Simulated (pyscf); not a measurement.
Optimised with ωB97X-D3(BJ)/def2-SVP in PySCF.

Problem. PBE/def2-TZVP puts the barrier of H₂Ga–O–AsH₂ + hydrogen (H₂) → HO–AsH₂ + gallane (GaH₃) (four-centre exchange; singlet surface; Ga–O, H–H broken, H–O, Ga–H formed) at 17.3 kcal/mol and the reaction energy at +13.1 kcal/mol, from the separated reactants. What do r²SCAN/def2-TZVP, B3LYP-D3(BJ)/def2-TZVP, ωB97M-D3(BJ)/def2-TZVP give on the same structures?

Solution. r²SCAN: ΔE‡ = 18.4 kcal/mol, ΔE = +15.4 kcal/mol; B3LYP-D3(BJ): ΔE‡ = 20.7 kcal/mol, ΔE = +14.1 kcal/mol; ωB97M-D3(BJ): ΔE‡ = 20.9 kcal/mol, ΔE = +11.9 kcal/mol. PBE's barrier lies under all of them, by 1.1 to 3.6 kcal/mol. Its reaction energy lies among theirs. On the product side the descent ends in an adduct with a Ga–O contact, 18.1 kcal/mol under the separated species and 24.4 kcal/mol under the saddle at ωB97X-D3(BJ)/def2-TZVP. What is counted as broken (Ga–O) persists as a longer contact in the product adduct; parting that adduct is a step of its own. At the saddle there is also a short Ga–H contact that neither side keeps. H₂Ga–O–AsH₂ lies 20.8 kcal/mol over its isomer HO–GaH–AsH₂ (electronic energy, ωB97M-D3(BJ)). This is the saddle that the search found; another between the same sides may lie lower. Elements up to Kr have no core potential and no relativistic terms here.
